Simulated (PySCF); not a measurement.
Question: Give a PBE0-D3(BJ)/def2-TZVP geometry of InChI=1S/C5H6/c1-3-5-4-2/h3H,1H2,2H3.

Answer: 
```xyz
11
C5H6 angstrom
C     -2.504    0.321   -0.153
C     -1.488   -0.471   -0.494
C     -0.134   -0.239   -0.148
C      1.029   -0.076    0.126
C      2.420    0.140    0.464
H     -2.352    1.222    0.429
H     -3.517    0.081   -0.452
H     -1.685   -1.367   -1.079
H      2.515    0.698    1.399
H      2.949   -0.809    0.581
H      2.928    0.711   -0.319
```

Any rigid rotation of these coordinates is as good. Atoms count from 1 in this order. The C–C distances run from 1.205 Å (C3≡C4, drawn triple) to 1.448 Å (C4–C5, drawn single), a spread of 0.243 Å. The 5 heavy atoms lie in one plane (0.001 Å rms).

Bonds between heavy atoms (Å): C1=C2 1.333, C2–C3 1.417, C3≡C4 1.205, C4–C5 1.448.

Method used: PBE0-D3(BJ)/def2-TZVP geometry optimisation, gas phase in PySCF 2.14.0.

Whether it is a minimum is left open (no frequencies).
